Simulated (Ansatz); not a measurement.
in.yaml

```yaml
crystal:
  periodic: [false, false, false]
  atoms:
    - {symbol: Sb, position_ang: [0.000000, 0.000000, 0.000000]}
    - {symbol: H, position_ang: [0.000000, 0.000000, 2.385000]}
basis:
  gaussian: {orbitals: def2-TZVPP}
magnetization: {spin_polarized: false}
correlation: {method: ccsdt_q, electrons: outside_noble_gas}
```

```sh
$ ansatz run in.yaml --threads 1 --pin off --events-out ev --progress --plain --max-ram 4160MiB --backend cpu
```

Log:

```
940 factors; integrals over basis functions are off by at most 2.4e-7 eV
mean field evaluation 1: about -6522.7207 eV, gradient 6.9e0 eV
mean field evaluation 2: about -6522.7224 eV, gradient 6.9e0 eV
mean field evaluation 4: about -6522.9741 eV, gradient 9.7e-1 eV
mean field evaluation 8: about -6522.9777 eV, gradient 1.5e-3 eV
mean field evaluation 16: about -6522.9779 eV, gradient 2.3e-1 eV
mean field evaluation 32: about -6522.9150 eV, gradient 3.9e0 eV
mean field -6522.97765445 eV, -239.7150073680 hartree, gradient 2.8e-6 eV, S^2 0.000000; 2 other end points of the search recorded, 0 dependent functions left out; unrestricted orbitals would lower it
mean field evaluation 64: about -6524.4939 eV, gradient 2.3e-4 eV
mean field evaluation 96: about -6523.0808 eV, gradient 8.3e-1 eV
mean field evaluation 128: about -6522.9516 eV, gradient 2.0e0 eV
mean field evaluation 160: about -6522.6197 eV, gradient 1.0e0 eV
mean field evaluation 192: about -6522.9774 eV, gradient 2.5e-1 eV
unrestricted determinant -6524.49386602 eV, -239.7707271155 hartree, S^2 1.4910
9 core orbitals not correlated: weight in the atoms' cores, before any rotation towards them, 1.000 or more for the frozen orbitals, at most 0.000 for the correlated occupied ones
reference -6522.97765445 eV, -239.7150073680 hartree; 3, 3 occupied and 52, 52 virtual orbitals, 940 factors
second order -2.77912375 eV of doubles, -0.00000000 eV of singles
cycle   1  -3.27295941 eV  change   -4.9e-1 eV  update   9.0e-2
cycle   2  -3.69935174 eV  change   -4.3e-1 eV  update   5.2e-2
cycle   3  -3.76649709 eV  change   -6.7e-2 eV  update   3.2e-2
cycle   4  -3.78351286 eV  change   -1.7e-2 eV  update   2.6e-2
cycle   5  -3.81066678 eV  change   -2.7e-2 eV  update   2.5e-2
cycle   6  -3.92196358 eV  change   -1.1e-1 eV  update   2.4e-2
cycle   7  -4.06136426 eV  change   -1.4e-1 eV  update   1.6e-2
cycle   8  -4.05356165 eV  change    7.8e-3 eV  update   4.3e-3
cycle   9  -4.06975281 eV  change   -1.6e-2 eV  update   2.5e-3
cycle  10  -4.05994346 eV  change    9.8e-3 eV  update   1.1e-3
cycle  11  -4.06511854 eV  change   -5.2e-3 eV  update   4.8e-4
cycle  12  -4.06260124 eV  change    2.5e-3 eV  update   3.2e-4
cycle  13  -4.06326034 eV  change   -6.6e-4 eV  update   7.2e-5
cycle  14  -4.06305627 eV  change    2.0e-4 eV  update   3.5e-5
cycle  15  -4.06303037 eV  change    2.6e-5 eV  update   5.7e-6
cycle  16  -4.06303123 eV  change   -8.6e-7 eV  update   2.1e-6
cycle  17  -4.06303121 eV  change    2.1e-8 eV  update   8.7e-7
cycle  18  -4.06303004 eV  change    1.2e-6 eV  update   3.5e-7
cycle  19  -4.06303012 eV  change   -7.5e-8 eV  update   1.3e-7
perturbative correction -0.02810251 eV, -0.0010327482 hartree
WARN: these amplitudes may be one of several solutions (largest doubles amplitude 0.87, level shift 0.00 eV)
Total energy: -6527.06878708 eV, -239.8653537189 hartree
```

The T1 diagnostic is 0.026.

For the same geometry and basis full CI lies 6.3 meV higher. By full CI's occupations no single determinant describes the state well. The program flagged this run's energy as in doubt. The determinant fills πx and πy unequally, so it is a mixture of Σ and Δ. RHF is unstable: UHF (⟨S²⟩ = 1.49) lies 1.52 eV below the lowest RHF solution. Higher spins weren't run at this geometry and may lie near or lower.

Ran on 1 thread of AMD EPYC 7R13, shared host: 9 s wall, 0.28 GiB peak host memory.
